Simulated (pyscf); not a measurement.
Thermochemistry of product channels of HB=O (SMILES B=O) + CH₄ (SMILES C) on the singlet surface, in kcal/mol, from ωB97M-D3(BJ)/def2-TZVP energies (ideal gas, 1 atm, RRHO with modes under 100 cm⁻¹ raised to 100, one conformer, R ln 2 for rigid chiral ones). Single points on ωB97X-D3(BJ)/def2-SVP structures (PySCF, gas phase).

```csv
products,ΔE,ΔH(298 K),ΔG(298 K),ΔG(600 K)
H₂B–O–CH₃ (SMILES BOC),+12.4,+14.1,+22.7,+31.5
H₃C–B=O (SMILES CB=O) + H₂ (SMILES [H][H]),+1.0,-2.2,-1.3,-0.8
H₃C–BH–OH (SMILES CBO),-11.1,-9.1,-0.8,+7.7
```

These are energies of the channels, which say nothing of barriers.
